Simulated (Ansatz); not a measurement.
**Si2NH6 (SMILES [SiH2]N[SiH3]) at UHF/3-21G**

Aim: the vertical ionisation energy of Si2NH6 at UHF/3-21G, from 2 runs. 

Program for the calculation: Ansatz 0.2.0.

60 further runs of the same task are left out: 60 set aside as unsound or not needed.

### Step 1. The structure to begin with

The species is Si2NH6 (9 atoms), meant as a doublet with charge 0. SMILES: `[SiH2]N[SiH3]`. The shape is that of a PBE0-D4/def2-TZVP optimisation. This is one conformer, not always the lowest.

Bond lengths: Si1–N2 1.730 Å, N2–Si3 1.731 Å, Si1–H4 1.491 Å, Si1–H5 1.494 Å, N2–H6 1.011 Å, Si3–H7 1.488 Å, Si3–H8 1.483 Å, Si3–H9 1.488 Å. Some angles: Si1–N2–Si3 128.1°, Si1–N2–H6 115.1°, Si3–N2–H6 116.2°, N2–Si1–H4 107.7°, N2–Si1–H5 108.7°, N2–Si3–H7 111.1°, N2–Si3–H8 107.0°, N2–Si3–H9 112.0°, H4–Si1–H5 110.7°, H7–Si3–H8 109.8°.

### Step 2. A single-point energy at UHF/3-21G

Input file job.yaml:

```yaml
crystal:
  periodic: [false, false, false]
  atoms:
    - {symbol: Si, position_ang: [-1.200900, 0.925300, -0.948400]}
    - {symbol: N, position_ang: [0.196900, 0.625800, 0.025200]}
    - {symbol: Si, position_ang: [0.611700, -0.820500, 0.880200]}
    - {symbol: H, position_ang: [-1.616500, -0.372000, -1.554500]}
    - {symbol: H, position_ang: [-0.842900, 1.913400, -2.010900]}
    - {symbol: H, position_ang: [0.764100, 1.439300, 0.222200]}
    - {symbol: H, position_ang: [1.982600, -1.276500, 0.525400]}
    - {symbol: H, position_ang: [-0.378200, -1.853400, 0.488500]}
    - {symbol: H, position_ang: [0.571600, -0.627700, 2.355400]}
basis:
  gaussian:
    orbitals: 3-21G.json
magnetization:
  spin_polarized: true
  initial_magnetization: 1
hamiltonian:
  xc: hf
accuracy: high
output: {orbitals: {seedname: orbitals}}
```

The basis set 3-21G is read from a file made from the Basis Set Exchange's data (not shown).

Launch:

```bash
$ ansatz run job.yaml --threads 1 --pin off --max-ram 3480MiB --events-out events.jsonl --progress --plain --runs-dir runs
```

The log of the run:

```text
Warning: RAYON_NUM_THREADS=1 ignored (pool sized by the plan → 1); use --threads N
Functional definition: HF
  name "HF"
  exchange = exact_x
  correlation = 0
1127 factors; integrals over basis functions are off by at most 3.5e-9 eV
mean field evaluation 1: about -17206.9418 eV, gradient 1.8e1 eV
mean field evaluation 2: about -17207.2592 eV, gradient 1.9e1 eV
mean field evaluation 4: about -17208.8968 eV, gradient 1.9e0 eV
mean field evaluation 8: about -17208.9372 eV, gradient 1.9e-1 eV
mean field evaluation 16: about -17208.9384 eV, gradient 2.7e-8 eV
mean field -17208.93842957 eV, -632.4168226493 hartree, gradient 6.5e-8 eV, S^2 0.753452; 0 other end points of the search recorded, 0 dependent functions left out
reference -17208.93842957 eV, -632.4168226493 hartree; 21, 20 occupied and 26, 27 virtual orbitals, 1127 factors
Total energy: -17208.93842957 eV, -632.4168226493 hartree
```

Wall time 0.75 s (1 thread of Arm Neoverse V1, shared host); peak memory 0.13 GiB.

### Step 3. The singlet cation

Input file run.yaml:

```yaml
crystal:
  periodic: [false, false, false]
  atoms:
    - {symbol: Si, position_ang: [-1.200900, 0.925300, -0.948400]}
    - {symbol: "N", position_ang: [0.196900, 0.625800, 0.025200]}
    - {symbol: Si, position_ang: [0.611700, -0.820500, 0.880200]}
    - {symbol: H, position_ang: [-1.616500, -0.372000, -1.554500]}
    - {symbol: H, position_ang: [-0.842900, 1.913400, -2.010900]}
    - {symbol: H, position_ang: [0.764100, 1.439300, 0.222200]}
    - {symbol: H, position_ang: [1.982600, -1.276500, 0.525400]}
    - {symbol: H, position_ang: [-0.378200, -1.853400, 0.488500]}
    - {symbol: H, position_ang: [0.571600, -0.627700, 2.355400]}
basis:
  gaussian: {orbitals: 3-21G.json}
total_charge: 1
hamiltonian: {xc: hf}
accuracy: high
output: {orbitals: {seedname: orbitals}}
```

The basis set 3-21G is read from a file made from the Basis Set Exchange's data (not shown).

Launch:

```bash
$ ansatz run run.yaml --threads 1 --pin off --max-ram 3480MiB --events-out events.jsonl --progress --plain --runs-dir runs
```

The log of the run:

```text
Warning: RAYON_NUM_THREADS=1 ignored (pool sized by the plan → 1); use --threads N
[... 4 set-up lines as earlier in the session ...]
1126 factors; integrals over basis functions are off by at most 3.5e-9 eV
mean field evaluation 1: about -17196.9260 eV, gradient 4.4e1 eV
mean field evaluation 2: about -17197.2221 eV, gradient 4.4e1 eV
mean field evaluation 4: about -17201.5868 eV, gradient 2.7e0 eV
mean field evaluation 8: about -17201.6355 eV, gradient 1.5e-1 eV
mean field evaluation 16: about -17201.6357 eV, gradient 2.3e-8 eV
mean field -17201.63571995 eV, -632.1484530209 hartree, gradient 2.3e-8 eV, S^2 0.000000; 0 other end points of the search recorded, 0 dependent functions left out
reference -17201.63571995 eV, -632.1484530209 hartree; 20, 20 occupied and 27, 27 virtual orbitals, 1126 factors
Total energy: -17201.63571995 eV, -632.1484530209 hartree
```

Wall time 0.54 s (1 thread of Arm Neoverse V1, shared host); peak memory 0.1 GiB.

### Step 4. Results

At UHF/3-21G:

| quantity | value |
| --- | --- |
| doublet Si2NH6: total energy | -632.41682 Eh |
| doublet Si2NH6: HOMO energy (highest over α and β) | -8.07 eV |
| doublet Si2NH6: LUMO energy (lowest over α and β) | 1.69 eV |
| doublet Si2NH6: ⟨S²⟩ | 0.753 |
| singlet cation: total energy | -632.14845 Eh |
| singlet cation: HOMO energy | -16.33 eV |
| singlet cation: LUMO energy | -6.48 eV |
| singlet cation: HOMO–LUMO gap | 9.84 eV |
| vertical ionisation energy (to the singlet cation) | 7.303 eV |

**Reading.** Removing an electron at fixed nuclei costs 7.30 eV (168 kcal/mol). Only the singlet of the ionised species was computed; a triplet could lie lower.
